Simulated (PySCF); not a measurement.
methane (CH₄), SMILES C.

Geometry optimised at PBE0-D3(BJ)/def2-TZVPD.

Method: SMD-B3LYP/def2-SVP (PySCF).

Solvation free energies are E(SMD) − E(gas) at the gas-phase geometry, for 1 M in both phases. In vacuum the dipole moment is 0.00 D.

Problem. Estimate the solvation free energies in water, chlorobenzene, benzene. (The exact figures need the calculation; the answer reports its results.)

Solution. 
```
solvent        ΔG(solv) (kcal/mol)  its non-electrostatic (CDS) part  dipole (D)
-------------  -------------------  --------------------------------  ----------
water                          2.4                               2.8        0.00
chlorobenzene                  0.3                               0.6        0.00
benzene                        0.3                               0.5        0.00
```
